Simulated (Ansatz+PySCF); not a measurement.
The numbers below are computed, except where a source is named.
Input for PySCF 2.14.0:

```python
from pyscf import gto, scf, cc

mol = gto.M(atom="""
Al 0.000000 0.000000 0.000000
P 0.000000 0.000000 2.640000
""", basis='6-31g', charge=0, spin=2)
mf = scf.UHF(mol)
mf.kernel()
mycc = cc.CCSD(mf, frozen=10).run()
et = mycc.ccsd_t()
print(mf.e_tot, mycc.e_corr, et, mycc.e_tot + et)
```

The script is written out from the run's settings.

Output:

```yaml
Converged: yes
Reference_energy: -582.54274 hartree
CCSD_correlation_energy: -0.07660 hartree
Triples_correction: -0.00248 hartree
Total_energy: -582.62182 hartree
Spin_squared_of_the_determinant: 2.618
```

This is not the lowest solution: another run reaches a determinant 0.55 eV lower. Caution: the unrestricted determinant is spin contaminated; another reference gives a lower total.
